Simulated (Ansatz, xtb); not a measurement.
# H3OSi2+: which of two isomers lies lower

Structure a: `O=[Si+][SiH3]`, a singlet. Structure b: `[SiH]O[SiH2+]`, a singlet. Both are isolated ions in the gas phase, relaxed with r2SCAN-D4/def2-TZVP; the shapes shown needn't be the lowest conformers.

a (Å):

```yaml
atoms:
  - { symbol: O, position_ang: [-2.4050, 1.3898, 2.6875] }
  - { symbol: Si, position_ang: [-1.3659, 0.9045, 1.7218] }
  - { symbol: Si, position_ang: [0.3247, 0.1135, 0.1496] }
  - { symbol: H, position_ang: [0.7722, 1.4180, -0.3735] }
  - { symbol: H, position_ang: [-0.5413, -0.7116, -0.7134] }
  - { symbol: H, position_ang: [1.2083, -0.5837, 1.1028] }
```

b (Å):

```xyz
6

O    -0.3948    0.8458    0.7537
Si   -0.3946    2.5473    0.5054
Si   -0.5643   -0.6575    1.1569
H     0.6410    2.4479   -0.6006
H     0.2928   -1.1789    2.2278
H    -1.6108   -1.4331    0.4812
```

Question: Which of the two would you expect CCSD(T)/def2-TZVPP electronic energies to favour?

Answer: Structure b; the calculation gives E(b) − E(a) = −20.6 kcal/mol.

The same difference at several levels:

```tsv
level	geometry	E(b) − E(a) (kcal/mol)	departure from the last row (kcal/mol)	job, with rough time for the two
GFN2-xTB	GFN2-xTB	−11.8	+8.7	optimisation, 0.31 s
HF/STO-3G	GFN2-xTB	−17.5	+3.1	single point, 0.34 s
r2SCAN-D4/def2-SVP	GFN2-xTB	−18.5	+2.0	single point, 2.2 s
r2SCAN-D4/def2-TZVP	r2SCAN-D4/def2-TZVP	−17.7	+2.9	optimisation, 26 s
HF/def2-TZVPP	r2SCAN-D4/def2-TZVP	−36.7	−16.1	part of the CCSD(T) run
MP2/def2-TZVPP	r2SCAN-D4/def2-TZVP	−17.0	+3.6	part of the CCSD(T) run
CCSD(T)/def2-TZVPP	r2SCAN-D4/def2-TZVP	−20.6		single point, 30 s
```

As drawn, b has 2 O–Si in place of 1 O=Si, 1 Si–Si.

None of the levels shown reverses the order. The largest departure from CCSD(T)/def2-TZVPP is that of HF/def2-TZVPP, 16.1 kcal/mol.

With harmonic frequencies from r2SCAN-D4/def2-TZVP (ideal gas, rigid rotor, one conformer each, 298.15 K, 1 atm): the zero-point term adds −0.3 kcal/mol; ΔH is −21.0 and ΔG −21.1 kcal/mol.

The T1 diagnostic of structure a is large, so the coupled-cluster value is less sure. The correlated steps freeze 11 core orbitals. Programs: Ansatz 0.2.0, xtb 6.7.1; the last row on 2 threads of Intel(R) Xeon(R) Platinum 8259CL CPU @ 2.50GHz (Skylake/Cascade Lake) on a shared host.
